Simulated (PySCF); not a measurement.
Input for PySCF: D3(BJ) and D4 dispersion corrections on CH3NH2ts, 2S+1 = 3.

```python
from pyscf import gto
from pyscf.dispersion import dftd3, dftd4

mol = gto.M(
    atom='''
    C    -1.19957700   -0.01112600   -0.00003000
    N     1.40071500    0.12986200    0.00001500
    H    -1.42666000   -0.51293200    0.93305700
    H    -1.41990700   -0.59138200   -0.88814300
    H    -1.52023700    1.02280600   -0.04578300
    H     0.18892600    0.12689600    0.00100100
    H     1.57033800   -0.88766700   -0.00005300
    ''',
    basis='def2-svp',
    charge=0, spin=2, verbose=0, max_memory=1800)
d3, d4 = {}, {}
for xc in ['hf', 'pbe', 'blyp', 'revpbe', 'tpss', 'r2scan', 'b3lyp', 'pbe0', 'bhlyp', 'camb3lyp', 'b2plyp']:
    d3[xc] = float(dftd3.DFTD3Dispersion(mol, xc=xc, version='d3bj', atm=False).get_dispersion()['energy'])
    print(f'D3(BJ) {xc:10s} {d3[xc]:14.8f} Eh')
for xc in ['hf', 'pbe', 'blyp', 'revpbe', 'tpss', 'r2scan', 'b3lyp', 'pbe0', 'bhlyp', 'camb3lyp', 'b2plyp']:
    d4[xc] = float(dftd4.DFTD4Dispersion(mol, xc={'camb3lyp': 'cam-b3lyp'}.get(xc, xc), atm=True).get_dispersion()['energy'])
    print(f'D4     {xc:10s} {d4[xc]:14.8f} Eh')
```

The log:

```
D3(BJ) hf            -0.02242446 Eh
D3(BJ) pbe           -0.00256117 Eh
D3(BJ) blyp          -0.00513811 Eh
D3(BJ) revpbe        -0.00692202 Eh
D3(BJ) tpss          -0.00309408 Eh
D3(BJ) r2scan        -0.00067844 Eh
D3(BJ) b3lyp         -0.00414081 Eh
D3(BJ) pbe0          -0.00208628 Eh
D3(BJ) bhlyp         -0.00303073 Eh
D3(BJ) camb3lyp      -0.00170936 Eh
D3(BJ) b2plyp        -0.00178151 Eh
D4     hf            -0.00774025 Eh
D4     pbe           -0.00193835 Eh
D4     blyp          -0.00441159 Eh
D4     revpbe        -0.00733553 Eh
D4     tpss          -0.00263145 Eh
D4     r2scan        -0.00049356 Eh
D4     b3lyp         -0.00306511 Eh
D4     pbe0          -0.00160542 Eh
D4     bhlyp         -0.00198480 Eh
D4     camb3lyp      -0.00157574 Eh
D4     b2plyp        -0.00135259 Eh
```

The run finished.

Cost: very roughly 0.020 core-seconds.
